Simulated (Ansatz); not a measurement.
**H2B–B, triplet: the ladder up to full CI**

Geometry: a point of a breathe scan, not a stationary point.

```json
{"atom": "B", "x (Å)": "0.0000", "y (Å)": "0.0000", "z (Å)": "0.8939"}
{"atom": "B", "x (Å)": "0.0000", "y (Å)": "0.0000", "z (Å)": "-1.2032"}
{"atom": "H", "x (Å)": "0.0000", "y (Å)": "1.3863", "z (Å)": "1.6590"}
{"atom": "H", "x (Å)": "0.0000", "y (Å)": "-1.3863", "z (Å)": "1.6590"}
```

Basis 6-31G; Ansatz 0.2.0. Only valence electrons are correlated (noble-gas cores frozen), which leaves 8 electrons in 20 orbitals. R marks a restricted (for open shells ROHF) determinant, U an unrestricted one. Active spaces: valence = (8e, 10o) chosen from the atoms' valence shells; pair = (4e, 4o) about the gap.

Full CI is exact within this basis and frozen core; it isn't the basis-set limit. The frozen core follows each run's orbitals, which can shift R against U totals by a few meV.

For open shells CISD and CISDTQ are restricted-active-space CI with the open shells as a complete middle space.

- UHF ⟨S²⟩: 2.012
- T1 diagnostic (RCCSD): 0.0618
- largest doubles amplitude (RCCSD): 0.111
- T1 diagnostic (UCCSD): 0.0552

```tsv
level	E − E(full CI) (kJ/mol)	share of correlation (%)	wall time
RHF	345.4	0.00	–
UHF	340.7	1.37	–
RMP2	121.5	64.82	–
UMP2	120.6	65.07	–
CISD	42.6	87.66	0.54 s
RCCSD	19.8	94.26	–
UCCSD	19.2	94.43	–
RCCSD(T)	7.2	97.91	0.75 s
UCCSD(T)	7.0	97.96	0.78 s
BCCD(T)	6.0	98.27	0.69 s
RCCSDT	0.7	99.79	–
UCCSDT	0.7	99.79	–
CISDTQ	2.1	99.38	5.5 s
RCCSDT(Q)	0.4	99.89	2.9 s
UCCSDT(Q)	0.2	99.95	2.8 s
CASSCF (valence space)	69.1	80.00	–
NEVPT2 (valence space)	18.5	94.63	2.9 s
MRCISD (valence space)	2.0	99.43	–
MRCISD+Q (valence space)	0.8	99.77	4.7 s
MRCISD+Q(relaxed) (valence space)	-0.2	100.06	6.5 s
```

The correlation energy at full CI, counted from RHF, is -3.580 eV. That run took 49 s on 1 thread of Arm Neoverse V2, shared host over 5,855,680 determinants.

Run but not shown, since their state or frozen core can't be matched to the reference's or they repeat it: CASSCF (pair space), NEVPT2 (pair space), MRCISD (pair space), MRCISD+Q (pair space).

Times hold each run's SCF and search for its determinant on a shared host, so for small cases they say little of a method's own cost; they ran on 1 thread of Arm Neoverse V2.

The full-CI state has the irrep B1 of C2v, in the program's axes.

Natural occupations of full CI about the gap: 1.945 1.924 1.899 0.996 0.964 0.069 0.054 0.052 0.038 0.034; effectively unpaired electrons, Σ n²(2−n)², 2.12.
